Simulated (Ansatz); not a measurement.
Worked example: H₃Si–Si⁺, triplet against H3Si–Si, doublet

Geometry (PBE0/def2-TZVP stationary point of a doublet), kept for both states (H3Si–Si, doublet: A''; H3Si–Si⁺, triplet: A''):

```xyz
5

Si    0.0051    0.0000    1.0965
Si    0.0071    0.0000   -1.2715
H     0.5687    1.2062    1.7682
H    -1.4762    0.0000    1.3384
H     0.5687   -1.2062    1.7682
```

Basis cc-pVDZ; Ansatz 0.2.0. Correlated methods freeze the noble-gas cores. Prefix R: restricted or restricted open-shell reference; prefix U: unrestricted.

Full CI isn't at hand for all of this; UCCSDT(Q) serves as the reference, and is uncertain by about the last step of the cluster series.

Unrestricted rows (U, and Kohn–Sham where it breaks symmetry) aren't spin-pure: their determinants' ⟨S²⟩ exceeds S(S+1) by up to 0.22, so they mix in states of higher spin.

```tsv
level	E(H3Si–Si, doublet) (hartree)	E(H3Si–Si⁺, triplet) (hartree)
UHF	-579.527906	-579.235721
UMP2	-579.687602	-579.376450
UCCSD(T)	-579.741309	-579.422841
PBE	-580.375374	-580.052202
PBE0	-580.435180	-580.109855
UCCSDT(Q)	-579.742934	-579.424379
```

Q: Give the vertical gap, H3Si–Si⁺ triplet less H3Si–Si doublet, at each level in eV (1 hartree = 27.2114 eV), and each error against UCCSDT(Q).

A: UCCSDT(Q): (-579.424379 − (-579.742934)) × 27.2114 = 8.668 eV (the reference)
PBE0: (-580.109855 − (-580.435180)) × 27.2114 = 8.853 eV, error 0.185 eV
PBE: (-580.052202 − (-580.375374)) × 27.2114 = 8.794 eV, error 0.126 eV
UCCSD(T): (-579.422841 − (-579.741309)) × 27.2114 = 8.666 eV, error -0.002 eV
UMP2: (-579.376450 − (-579.687602)) × 27.2114 = 8.467 eV, error -0.201 eV
UHF: (-579.235721 − (-579.527906)) × 27.2114 = 7.951 eV, error -0.717 eV

Total energies of functionals can't be set beside those of wave-function methods, since they hold the core's correlation and their own absolute errors; only the differences compare.

In so small a basis the reference is far from its limit while semilocal and hybrid functionals are nearer theirs, so the functionals' errors here hold much of the reference's basis and frozen-core error, which can add to them or hide them.

Each level lands on the state that its own search finds. T1 diagnostics of restricted CCSD: 0.019 and 0.029.
